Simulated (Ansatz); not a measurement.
**How far each method lies from RCCSDTQ for C₂H₄O₂, singlet**

Geometry: MP2(full)/6-31G*, from the G2/97 set.

```xyz
8

C    -0.8795   -0.0633    0.0000
O    -0.6593   -1.2576    0.0000
O     0.0517    0.9074    0.0000
H    -1.8767    0.3952    0.0000
C     1.4086    0.4179    0.0000
H     2.0318    1.3088    0.0000
H     1.5928   -0.1856    0.8894
H     1.5928   -0.1856   -0.8894
```

Basis STO-3G; Ansatz 0.2.0. Correlated methods freeze the noble-gas cores, which leaves 24 electrons in 20 orbitals. R marks a restricted (for open shells ROHF) determinant, U an unrestricted one. Active spaces: frontier = (8e, 8o) about the gap.

Full CI isn't at hand for all of this; RCCSDTQ serves as the reference, and is uncertain by about the last step of the cluster series. The frozen core follows each run's orbitals, which can shift R against U totals by a few meV.

Unrestricted rows (U) aren't spin-pure: their determinants' ⟨S²⟩ exceeds S(S+1) by up to 0.17, so they mix in states of higher spin.

The UHF ⟨S²⟩ is 0.170 and the T1 diagnostic (RCCSD) is 0.0133. The largest doubles amplitude (RCCSD) is 0.119.

```
                    level  E − E(RCCSDTQ) (kJ/mol)  share of correlation (%)   wall time
                      RHF                    677.1                      0.00           –
                      UHF                    673.4                      0.54      0.25 s
                     RMP2                    130.0                     80.80           –
                     CISD                     80.8                     88.06      0.43 s
                    RCCSD                     22.9                     96.62           –
                 RCCSD(T)                      3.4                     99.50       0.3 s
                  BCCD(T)                      3.2                     99.53       0.4 s
                   RCCSDT                      0.8                     99.89           –
                   CISDTQ                      5.9                     99.13  4 s (H100)
                RCCSDT(Q)                      0.0                    100.01       2.4 s
  CASSCF (frontier space)                    351.9                     48.03           –
  MRCISD (frontier space)                     29.3                     95.68           –
MRCISD+Q (frontier space)                      6.0                     99.12       9.5 s
```

The correlation energy at RCCSDTQ, counted from RHF, is -7.017 eV. That run took 66 s on 1 thread of AMD EPYC 7R13, shared host.

Times hold each run's SCF and search for its determinant on a shared host, so for small cases they say little of a method's own cost; rows without a card ran on 1 thread of AMD EPYC 7R13.

Atomization energy (electronic, same basis, no zero-point term; atoms at the same level, unrestricted beside the R rows where the molecule is a closed shell, with restricted open-shell steps beyond CCSDT(Q)) at RCCSDTQ: 3001.3 kJ/mol. Errors of other levels:

```tsv
level	error (kJ/mol)
RHF	-570.9
UHF	-567.2
RMP2	-75.5
CISD	-80.8
RCCSD	-22.9
RCCSD(T)	-3.4
BCCD(T)	-3.2
RCCSDT	-0.8
CISDTQ	-5.9
RCCSDT(Q)	0.0
```

This basis is far from its limit, so the value isn't to be set against a measured one. Truncated CI isn't size-consistent, which counts against it in atomization.
